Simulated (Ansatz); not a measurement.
A made-up structure of CH₃BCl (charge -1), singlet:

```tsv
atom	x (Å)	y (Å)	z (Å)
B1	-0.6145	0.0792	-0.6468
C2	0.4841	0.1285	0.5308
Cl3	1.3827	-1.4994	1.3086
H4	-1.0428	-1.0701	-1.2316
H5	-1.1392	1.2641	-1.0749
H6	0.9297	1.0977	1.1139
```

It is relaxed with PBE-D4/def2-SVPD and then PBE0-D4/def2-TZVPD (Ansatz 0.2.0). Atoms count as bonded within 1.22 times the sum of their covalent radii (H–H: 0.88 Å). The end point is not checked to be a true minimum.

Does its bonding change? (Judge from chemistry; the calculation decides.)

By the calculation: No: no bond forms or breaks.

Where it ends: The first stage lowers the energy by 1.04 eV in 6 steps. It ends as CH₃BCl ([BH2][CH][Cl]), total charge -1:
```
6
angstrom
B -0.5486 0.0707 -0.5775
C 0.4322 0.1149 0.4739
Cl 1.2345 -1.3388 1.1683
H -0.9311 -0.9555 -1.0996
H -1.0172 1.1285 -0.9599
H 0.8301 0.9802 0.9947
```

Labels in which every atom is bracketed show which atoms are joined, not bond orders.

For scale, one of the runs: PBE0-D4/def2-TZVPD relaxation, 147 basis functions, launched by `ansatz run in.yaml --threads 2 --pin off --events-out ev --progress --plain --max-ram 4352MiB`. The run took about 18 s on 2 CPU threads of an Arm Neoverse V1 (shared host).
